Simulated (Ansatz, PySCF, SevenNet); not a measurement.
**Ladder of methods for the cohesive energy of rock-salt MgO**

Reference value: 5.2 eV/atom (measured, static lattice: zero-point vibration energy added, sources range from 5.19 to 5.27; as tabulated in Mejia-Rodriguez and Trickey (2018), arXiv:1807.09216).

```csv
level (code),value (eV/atom),cell (Å³/atom),error (eV/atom)
SevenNet-0 (SevenNet),4.91,9.63,-0.29
LDA (Ansatz),5.84,9.00,+0.64
PBE (Ansatz),4.99,9.62,-0.21
r²SCAN (Ansatz),5.25,9.29,+0.05
PBE0 (Ansatz),4.92,9.28,-0.28
Hartree–Fock (PySCF),3.68 ± 0.08,9.14,-1.52
MP2 (PySCF),5.47 ± 0.1,9.55,+0.27
```

Leaving aside SevenNet-0, which can be fitted to such values or carry a doubt: Of these levels r²SCAN (+0.05 eV/atom) comes nearest. Hartree–Fock (-1.52 eV/atom) lies farthest from it. Within 0.5 eV/atom: PBE, r²SCAN, PBE0, MP2. The least costly first-principles kind among them: DFT without exact exchange (PBE, r²SCAN).

Published values of wave-function and many-body methods: 5.35 eV/atom (published MP2 value, static lattice, plane-wave PAW value quoted in the table; Zhang et al. (2018), doi:10.1088/1367-2630/aaf751).

A ± on a computed value is a rough bar: the spread of its extrapolation, a floor set from checks against published values, or a statistical error. SevenNet-0: free atoms can lie outside what these potentials were trained on. Each level is taken at its own relaxed cell. Cutoffs and k meshes differ between the levels. Ansatz's density-functional and Hartree–Fock values are scalar-relativistic unless marked +SOC, with PAW data made under PBE.

Machine-learned potentials (SevenNet-0) are trained on DFT data, which may include these solids.

Differences are worked out from the printed values.

Ansatz is an electronic-structure program.
